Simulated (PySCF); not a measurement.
Species, as SMILES: FC(F)(F)F.
Geometry (B3LYP-D3(BJ)/def2-TZVP, fixed):
```xyz
5

C      0.0000     0.0000     0.0000
F      0.7629     0.7657     0.7682
F     -0.7843    -0.7493     0.7628
F     -0.7467     0.7653    -0.7843
F      0.7680    -0.7817    -0.7466
```
Charge 0, spin multiplicity 1.

Basis-set convergence of the lowest singlet excitation energy at CAM-B3LYP with PySCF. Tamm-Dancoff approximation; the state is taken by its order, and sets in which it differs in degeneracy or brightness are left out, yet its character can still change. All functions are spherical. Density fitting with generated auxiliary sets. No added dispersion term, no relativity. Reference: the value in aug-pcseg-2, 11.771 eV, itself unsure by roughly 0.074 eV (its distance from aug-cc-pVTZ). Deviations are taken from unrounded values. Cost is core time over that of cc-pVDZ, rough, on shared machines of one kind; a dash marks a row that isn't timed (too short, read off another run, short of memory, by another algorithm or on other hardware).

```tsv
basis	functions	lowest singlet excitation energy (eV)	minus reference (eV)	cost
3-21G	45	14.656	2.884	-
cc-pVDZ	70	14.826	3.054	1×
def2-SVP	70	15.027	3.255	1×
aug-cc-pVDZ	115	11.863	0.091	4×
aug-pcseg-1	115	11.843	0.071	3×
def2-TZVPP	155	13.487	1.715	10×
6-311++G(3df,3pd)	195	11.933	0.161	10×
jun-cc-pV(T+d)Z	195	11.855	0.083	10×
def2-QZVPP	285	13.312	1.541	-
```
